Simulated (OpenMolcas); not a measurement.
## SO2 (SMILES O=S=O): the vertical ionisation energy from total energies

SO2 has 3 atoms, charge 0, and is taken as a singlet. SMILES: `O=S=O`. Geometry: relaxed at PBE0-D4/def2-TZVP.

```xyz
3

O    -0.9744    0.6459   -0.4595
S     0.2695    0.3574    0.1868
O     0.7049   -1.0033    0.2727
```

Both states at this one shape; open shells run unrestricted unless said. 1 Eh = 27.2114 eV.

| level | program | singlet SO2 (Eh) | doublet [SO2]+ (Eh) | HOMO of the first (eV) |
| --- | --- | --- | --- | --- |
| SVWN5/STO-3G | OpenMolcas | -539.475260 | -539.198480 | -1.83 |
| BLYP/def2-TZVPP | OpenMolcas | -548.706534 | -548.266492 | -7.83 |

Task: Work out the vertical ionisation energy at each level.

Result: 
1. SVWN5/STO-3G: -539.198480 − (-539.475260) = 0.276780 Eh = 7.53 eV; −ε(HOMO) = 1.83 eV; against experiment -4.97 eV.
2. BLYP/def2-TZVPP: -548.266492 − (-548.706534) = 0.440042 Eh = 11.97 eV; −ε(HOMO) = 7.83 eV; against experiment -0.53 eV.

The measured vertical value is 12.50 eV (NIST CCCBDB). In semi-local functionals −ε(HOMO) lies far under the ionisation energy, a result of self-interaction, while the difference of totals does much better. Minimal sets are far from the basis-set limit.
